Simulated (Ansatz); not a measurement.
Equilibrium lattice constant a of some cubic elemental metals

Method: HSE06 (Ansatz, an electronic-structure program, PAW). References are measured values corrected to a static lattice. The table is a random draw of 8 from 25 solids with such references.

Values in Å.

| solid | reference | HSE06 | error (%) |
|---|---|---|---|
| fcc Pd | 3.876 | 3.909 | +0.85 |
| fcc Al | 4.018 | 4.019 | +0.02 |
| bcc Li | 3.449¶ | 3.463 | +0.41 |
| fcc Au | 4.062 | 4.126 | +1.58 |
| bcc V | 3.021 | 2.962 | -1.95 |
| fcc Rh | 3.794 | 3.779 | -0.40 |
| fcc Ca | 5.553¶ | 5.591 | +0.68 |
| fcc Cu | 3.595¶ | 3.633 | +1.06 |

Over these 8 solids the mean error is +0.28 %, the mean absolute error 0.87 % (median 0.77 %), and the worst case bcc V at -1.95 %; the value is above the reference in 6 of 8 cases. Over all 25, from unrounded values, the mean error is +1.09 % and the mean absolute error 1.31 % (median 0.85 %). Caveats on values not shown: the cell is over a tenth larger than the published one (another phase or state, or a fault of the published cell, is possible) (1); the commensurate order stands in for chromium's spin-density wave, and the size of the moments varies much between levels (1).

All these references are brought to a static lattice.

Spin–orbit coupling is left out, also for the solids with elements from indium on (fcc Au); its size isn't shown.

¶ marks references of a special kind: bcc Li, 3.449 Å (measured, low-temperature or extrapolated to 0 K; zero-point anharmonic expansion removed, our sources range from 3.443 to 3.453; as tabulated in Csonka et al. (2009), arXiv:0903.4037); fcc Ca, 5.553 Å (measured, low-temperature or extrapolated to 0 K; zero-point anharmonic expansion removed; as tabulated in Csonka et al. (2009), arXiv:0903.4037); fcc Cu, 3.595 Å (measured, low-temperature or extrapolated to 0 K; zero-point anharmonic expansion removed; as tabulated in Csonka et al. (2009), arXiv:0903.4037).

Exact exchange on metals is sensitive to the k mesh.

Differences are worked out from the printed values.

Ansatz's density-functional and Hartree–Fock values are scalar-relativistic unless marked +SOC, with PAW data made under PBE.

Ansatz's runs of these crystals have no spin polarisation. Meta-GGAs and exact exchange favour moments, which can bear on fcc Pd, bcc V, fcc Rh.

Not in this set, of the elemental metals with a reference value in our tables and a result at some level: 19 for a reference at room or unstated temperature. These can be a level's best or worst cases. Solids without a released value at any level aren't counted. Layered and molecular crystals are counted apart. The metals Ce to Yb are counted apart.

References as tabulated in Mejia-Rodriguez and Trickey (2018), arXiv:1807.09216; Csonka et al. (2009), arXiv:0903.4037.
